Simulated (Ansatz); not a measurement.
Results of HSE06 (Ansatz, a quantum-chemistry and plane-wave program, PAW) for zinc-blende BP.

The same calculation (at the measured cell, 11.682 Å³/atom) with different numerical settings:

| run | k mesh | gap on the mesh (eV) | total energy (eV/atom) |
|---|---|---|---|
| 1 | 4×4×4 | 2.097 | -456.4851 |
| 2 | 6×6×6 | 2.065 | -456.5588 |
| 3 | 8×8×8 | 2.000 | -456.5655 |
| 4 | 10×10×10 | 1.966 | -456.5663 |
| 5 | 12×12×12 | 1.960 | -456.5664 |

In the column total energy (eV/atom) the first row differs from the last by +0.0813 and the next to last by +0.0001.

The last row is no converged limit: other settings stay fixed.
